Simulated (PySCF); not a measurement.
Ionisation energies (eV) were calculated with PySCF 2.14 by PBE0, MP2 (valence), UHF, in another order, as differences of total energies without spin-orbit coupling. The measured values are between term centres (NIST).

```csv
species,measured,A,B,C
"C (x2c-QZVPPall, spin-free X2C)",11.262,10.796,11.274,11.508
"Ne (x2c-QZVPPall, spin-free X2C)",21.597,19.641,21.663,21.422
"S (x2c-QZVPPall, spin-free X2C)",10.336,9.219,10.069,10.385
"Cr (x2c-QZVPPall, spin-free X2C)",6.767,6.008,6.511,7.050
"Ru (x2c-QZVPPall, spin-free X2C)",7.365,6.295,7.179,7.459
"Ag (x2c-QZVPPall, spin-free X2C)",7.576,6.355,7.480,7.629
"Sn (x2c-QZVPPall, spin-free X2C)",7.389,6.850,7.174,7.313
"Sn+ (x2c-QZVPPall, spin-free X2C)",14.282,13.749,13.977,14.265
```

Task: Which column is which method?

Result: A is UHF (mean error -0.96 eV); B is MP2 (valence) (mean error -0.16 eV); C is PBE0 (mean error 0.06 eV). Hartree-Fock lacks the correlation of the electron removed and comes out lowest. Valence MP2 in a finite basis recovers only part of the missing correlation, so it stays below experiment on average. PBE0, with a quarter of exact exchange, lies close to experiment on average.
